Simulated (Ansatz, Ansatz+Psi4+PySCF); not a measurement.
```
atom    x (Å)    y (Å)    z (Å)
   C   0.0000   0.0000   0.0000
   H   0.6580   0.6580   0.6580
   H  -0.6580  -0.6580   0.6580
   H   0.6580  -0.6580  -0.6580
   H  -0.6580   0.6580  -0.6580
```

Basis set: cc-pVTZ (spherical functions). Frozen core: 1 orbital. Charge 0, multiplicity 1.

Computed with Ansatz (development build ahead of 0.2.0); each method stands on the lowest determinant of its kind that the runs found. Restricted open shells among the atoms or ions are ROHF, correlated in semicanonical orbitals with singles.

The atomization energy at this shape (free ground-state atoms in the same class of orbitals less the molecule, no zero-point energy) of singlet CH₄:

```
     method  atomization energy
RHF-CCSD(T)     409.32 kcal/mol
        RHF     325.95 kcal/mol
```

Question: What does RHF-MP2 give?

Answer: 406.11 kcal/mol. Caution: the shape is not the minimum.
